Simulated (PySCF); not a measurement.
# CH3, SMILES `[CH3]` (charge 0, multiplicity 2)

Computed with PySCF 2.14.0 with PBE-D3(BJ)/def2-TZVP.

| Property | Value |
|---|---|
| highest occupied spin orbital | -5.38 eV |
| dipole moment | 0.00 D |
| total energy | -1082.71 eV |
| cost | very roughly 16 core-seconds |

Bonded distances (Å): C1–H2 1.087, C1–H3 1.087, C1–H4 1.087. Bond angles (°): H2–C1–H3 120.0, H2–C1–H4 120.0, H3–C1–H4 120.0.
Charge 0, spin multiplicity 2.
